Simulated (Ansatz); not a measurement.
**NaO+ (singlet): the correlation ladder at distance O1–Na2 = 3.136 Å, cc-pVDZ**

One table from this session's results is given with a row withheld; the runs are named, their logs left out.

The runs use Ansatz 0.2.0, Gaussian basis; cc-pVDZ, core rule «outside noble gas», up to 6 orbitals frozen.

The runs, in order: UHF; CCSD(T) on RHF; CCSD(T) on UHF; BCCD(T) on RHF; CISD; CCSDT(Q) on RHF; CCSDT(Q) on UHF; CCSDTQ on RHF; CASSCF and MRCISD+Q, 2 electrons in 2 orbitals; CASSCF and NEVPT2, 2 electrons in 2 orbitals; Full CI.

69 further runs of the same task are left out: 45 for a known fault of the program, 18 that didn't finish, 6 set aside as unsound or not needed.

**What is computed**

The geometry derives from a PBE0/def2-TZVP stationary point (not a proven minimum). One bond is set to the value named and the two fragments are kept rigid.

2 atoms, charge 1, spin multiplicity 1.

Atoms are counted from 1 here; the program's logs count them from 0.

No contacts short enough for the rule that draws bonds.

The first run:

Contents of in.yaml:

```yaml
crystal:
  periodic: [false, false, false]
  atoms:
    - {symbol: O, position_ang: [0.000000, 0.000000, 0.000000]}
    - {symbol: Na, position_ang: [0.000000, 0.000000, 3.136000]}
basis:
  gaussian: {orbitals: cc-pVDZ}
total_charge: 1
magnetization: {spin_polarized: true, initial_magnetization: 0}
hamiltonian: {xc: hf}
output: {orbitals: {seedname: orbitals}}
```

Run with:

```console
ansatz run in.yaml --threads 1 --pin off --events-out ev --progress --plain --max-ram 2393MiB
```

Among the steps run: UHF; CCSD(T) on RHF; CCSD(T) on UHF; BCCD(T) on RHF; CISD; CCSDT(Q) on RHF; CCSDT(Q) on UHF; CCSDTQ on RHF; CASSCF and MRCISD+Q, 2 electrons in 2 orbitals; CASSCF and NEVPT2, 2 electrons in 2 orbitals; Full CI.

One table of the session follows, with a row left open; its other results are not shown here.

| method | from FCI (kJ/mol) |
| --- | --- |
| RHF | +441.4 |
| RMP2 | +124.5 |
| CISD | ? |
| RCCSD | +35.6 |
| RCCSD(T) | +16.9 |
| BCCD(T) | +16.9 |
| RCCSDT | +0.7 |
| RCCSDT(Q) | -0.2 |
| RCCSDTQ | 0.0 |
| CASSCF pair | +335.6 |
| NEVPT2 pair | +38.9 |
| MRCISD pair | +8.8 |
| MRCISD+Q pair | -1.6 |
| FCI | 0 |

Q: Estimate the row for CISD from the others.

**Answer.** from FCI (kJ/mol): +55.3. In the column «from FCI (kJ/mol)» it lies between NEVPT2 pair (+38.9) and RMP2 (+124.5).

Left out of the table: UHF, UMP2, UCCSD, UCCSD(T), UCCSDT, UCCSDT(Q) (another determinant or state than the rows shown).

To keep in mind: The report flags that the cluster equations may have other roots. The program flags RCCSDT(Q), RCCSDTQ as in doubt, so those rows may rest on another solution; read them beside their warnings. RCCSDT(Q), MRCISD+Q pair fall below full CI, which methods that aren't variational can do.
